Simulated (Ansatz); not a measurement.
# SiPO+ (triplet): the correlation ladder, cc-pVDZ

The task here is to estimate one member of a computed series from the others.

Computed with Ansatz 0.2.0, Gaussian basis. Level: cc-pVDZ, core rule «outside noble gas», up to 11 orbitals frozen.

To be run: UHF; CCSD(T) on ROHF; CCSD(T) on UHF; BCCD(T) on ROHF; CISD as a restricted active space (open shells left free, so some higher excitations enter); CCSDT(Q) on ROHF; CCSDT(Q) on UHF.

35 further runs of the same task are left out: 11 for a known fault of the program, 11 that didn't finish, 13 set aside as unsound or not needed. Runs told in other sessions of the task aren't counted.

**The system**

The geometry is a PBE0/def2-TZVP stationary point (not a proven minimum) of the parent state, kept for this charge and spin.

3 atoms, charge 1, spin multiplicity 3.

Atoms are counted from 1 here; the program's logs count them from 0.

Bond lengths: O1–P2 1.484 Å, P2–Si3 2.271 Å. Angles: O1–P2–Si3 116.0°.

The first run:

File in.yaml:

```yaml
crystal:
  periodic: [false, false, false]
  atoms:
    - {symbol: O, position_ang: [0.000000, -0.621986, 1.603231]}
    - {symbol: P, position_ang: [0.000000, 0.473546, 0.601473]}
    - {symbol: Si, position_ang: [0.000000, -0.167920, -1.576637]}
basis:
  gaussian: {orbitals: cc-pVDZ}
total_charge: 1
magnetization: {spin_polarized: true, initial_magnetization: 2}
hamiltonian: {xc: hf}
output: {orbitals: {seedname: orbitals}}
```

Run with:

```sh
ansatz run in.yaml --threads 1 --pin off --events-out ev --progress --plain --max-ram 2393MiB
```

Steps of the session up to this table: UHF; CCSD(T) on ROHF; CCSD(T) on UHF; BCCD(T) on ROHF; CISD as a restricted active space (open shells left free, so some higher excitations enter); CCSDT(Q) on ROHF; CCSDT(Q) on UHF.

One table of the session follows, with a row left open; its other results are not shown here.

| method | from RCCSDT(Q) (meV) |
| --- | --- |
| ROHF | +10969.3 |
| UHF | +10588.3 |
| RMP2 | +1055.9 |
| UMP2 | +1392.4 |
| CISD | +1787.5 |
| RCCSD | +610.1 |
| UCCSD | +587.7 |
| RCCSD(T) | +100.4 |
| UCCSD(T) | +122.8 |
| BCCD(T) | +102.5 |
| RCCSDT | ? |
| UCCSDT | +57.8 |
| RCCSDT(Q) | 0 |
| UCCSDT(Q) | -15.1 |

**Question.** Estimate the row for RCCSDT.

**Answer.** from RCCSDT(Q) (meV): +58.3. In the column «from RCCSDT(Q) (meV)» it lies between UCCSDT (+57.8) and RCCSD(T) (+100.4).

Limits of these values: Restricted and unrestricted rows rest on different reference determinants; a gap between their highest levels can come from leftover correlation error, from unlike frozen cores or from another state.
